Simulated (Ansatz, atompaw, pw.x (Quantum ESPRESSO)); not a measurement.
## titanium: does the PAW (atompaw) potential hold in the solid?

| Property | Result |
| --- | --- |
| Element | titanium |
| Generator | atompaw 4.2.0.5 |
| Type | PAW |
| Functional | LDA (PW92) |
| Relativity | scalar-relativistic |
| Frozen core | [Ar] |
| Valence charge | 4 |
| Reference configuration | 3d2 4s2 4p0 |
| Partial waves | 4s (bound): rc 3.00 bohr; 4s channel at 0.05 Ry: rc 3.00 bohr; 4p (bound, empty): rc 3.00 bohr; 4p channel at 4.6 Ry: rc 3.00 bohr; 3d (bound): rc 2.45 bohr; 3d channel at 1.05 Ry: rc 2.45 bohr |
| Local potential | troulliermartins scheme with l = 3 at 0 Ry, radius 2.60 bohr |
| Core correction | smooth core density matched at 2.10 bohr |
| Augmentation charge | sinc compensation charge, radius 2.65 bohr; PAW radius 3.00 bohr; waves and projectors: custom rrkj gramschmidtortho |

Crystal test: fcc Ti in pw.x 7.5, no spin, 14³ k-points, Fermi–Dirac smearing 0.01 Ry, cutoffs 40/400 Ry. The reference is all-electron LAPW (Ansatz 0.2.0) with the same functional, mesh and smearing; V0 and B0 come from Birch–Murnaghan fits to the pressures at five volumes. Errors are pseudo minus all-electron; Δ is the rms difference of the E(V) curves that follow from these fits, minima aligned, over ±6 % about the mean V0. Mesh and smearing are coarse, so the numbers serve the comparison and aren't converged zero-temperature values; the lattice is a test structure that the element need not adopt.

```tsv
V (Å³/atom)	P all-electron (GPa)	P pseudo (GPa)
15.284	6.79	8.74
15.686	3.24	4.96
16.088	0.06	1.57
16.490	-2.79	-1.46
16.892	-5.35	-4.18
```

All-electron: a0 = 4.008 Å (V0 = 16.10 Å³/atom), B0 = 120.2 GPa.

Pseudopotential: mean pressure error (GPa): +1.54; a0 (Å): 4.024; a0 error (%): +0.40; B0 error (%): +2.1; Δ (meV/atom): 5.2. The largest radius (3.00 bohr) exceeds half the bond length (2.68 bohr), so the spheres overlap, which is one possible source of error among others. The logarithmic derivative shows an extra or strongly shifted pseudo pole above the reference energy (s near 1.47 Ry).

Task: At the middle volume, how do free energy and pressure move when the wave cutoff is lowered (ecutrho held at 400 Ry)?

Result:

```tsv
cutoff (Ry)	shift of F (meV/atom)	shift of P (GPa)
18	+121.7	+0.31
24	+36.9	-0.97
32	+7.7	+0.50
```

The 8 pw.x runs together took about 65 s on one core of a shared server CPU.
